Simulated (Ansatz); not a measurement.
Cost and result for the atomization energy of C2H2OS (`O=C=CS`) (6 atoms, 5 bonds).

```
atom    x (Å)    y (Å)    z (Å)
  O1  -1.9637   0.1766  -1.1230
  C2  -1.0041   0.3117  -0.4976
  C3   0.0879   0.4426   0.2233
  S4   0.7196  -1.0156   0.9654
  H5   0.5117   1.4236   0.3888
  H6   1.6486  -1.3389   0.0432
```

Charge 0, multiplicity 1. The geometry is a stationary point of PBE0-D4/def2-TZVP. It is one conformer, not always the lowest. Program: Ansatz. All runs use 2 threads of an Arm Neoverse V2 on a shared host. Times are those of one run each, without the atoms' runs, and a repeat can differ threefold. Electronic energies, without spin–orbit coupling; frozen cores. CCSD(T)/CBS adds CCSD(T) − MP2 in def2-TZVPP to the MP2 limit, and its time is that of the two runs behind it. T1 = 0.016. B3LYP takes the VWN-RPA correlation (the form of Gaussian; ORCA's B3LYP/G). HSE06 is the plane-wave form, built on full-range PBE exchange.

CCSD(T)/CBS is a level of theory with its own doubt, some kJ/mol a heavy atom from the limit and from the frozen cores, so smaller differences don't rank the functionals.

```json
{"level": "LDA (SPW92)/def2-TZVPP", "functions": "163", "wall time": "0.8 s", "atomization (kJ/mol)": "2948.9", "difference from CCSD(T)/CBS": "491.9", "per bond": "98.4"}
{"level": "CCSD(T)/def2-SVP", "functions": "70", "wall time": "1.1 s", "atomization (kJ/mol)": "2319.5", "difference from CCSD(T)/CBS": "-137.5", "per bond": "-27.5"}
{"level": "revPBE-D4/def2-TZVPP", "functions": "163", "wall time": "1.1 s", "atomization (kJ/mol)": "2518.5", "difference from CCSD(T)/CBS": "61.5", "per bond": "12.3"}
{"level": "PBE0-D4/def2-TZVPP", "functions": "163", "wall time": "1.6 s", "atomization (kJ/mol)": "2501.4", "difference from CCSD(T)/CBS": "44.4", "per bond": "8.9"}
{"level": "HSE06-D4/def2-TZVPP", "functions": "163", "wall time": "1.8 s", "atomization (kJ/mol)": "2504.5", "difference from CCSD(T)/CBS": "47.5", "per bond": "9.5"}
{"level": "B3LYP-D4/def2-TZVPP (with forces)", "functions": "163", "wall time": "2.1 s", "atomization (kJ/mol)": "2471.5", "difference from CCSD(T)/CBS": "14.5", "per bond": "2.9"}
{"level": "r2SCAN-D4/def2-TZVPP (with forces)", "functions": "163", "wall time": "3 s", "atomization (kJ/mol)": "2498.3", "difference from CCSD(T)/CBS": "41.3", "per bond": "8.3"}
{"level": "ωB97X-V/def2-TZVPP", "functions": "163", "wall time": "4.5 s", "atomization (kJ/mol)": "2476.2", "difference from CCSD(T)/CBS": "19.2", "per bond": "3.8"}
{"level": "B97M-V/def2-TZVPP", "functions": "163", "wall time": "5.5 s", "atomization (kJ/mol)": "2494.2", "difference from CCSD(T)/CBS": "37.2", "per bond": "7.4"}
{"level": "ωB97M-V/def2-TZVPP (with forces)", "functions": "163", "wall time": "6.5 s", "atomization (kJ/mol)": "2487.2", "difference from CCSD(T)/CBS": "30.2", "per bond": "6.0"}
{"level": "MP2/def2-QZVPP", "functions": "301", "wall time": "8 s", "atomization (kJ/mol)": "2520.7", "difference from CCSD(T)/CBS": "63.7", "per bond": "12.7"}
{"level": "CCSD(T)/def2-TZVPP", "functions": "163", "wall time": "22 s", "atomization (kJ/mol)": "2381.8", "difference from CCSD(T)/CBS": "-75.2", "per bond": "-15.0"}
{"level": "CCSD(T)/CBS(def2)", "functions": "–", "wall time": "30 s", "atomization (kJ/mol)": "2457.0", "difference from CCSD(T)/CBS": "0.0", "per bond": "0.0"}
```

From PBE to PBE0 (25 % exact exchange), in def2-TZVPP and without D4, the atomization energy moves by −97.9 kJ/mol: exact exchange takes away binding that semilocal exchange gives to molecules. In def2-TZVPP, CCSD(T) changes the Hartree–Fock value by +733.4 kJ/mol (the triples alone add +64.0 kJ/mol) and MP2 by +828.0 kJ/mol; breaking electron pairs costs correlation energy, which Hartree–Fock lacks. At CCSD(T), def2-SVP lies −137.5 kJ/mol from the extrapolated value and def2-TZVPP −75.2 kJ/mol: correlation converges slowly with the basis, and small sets miss more of it in the bonded molecule than in its fragments.
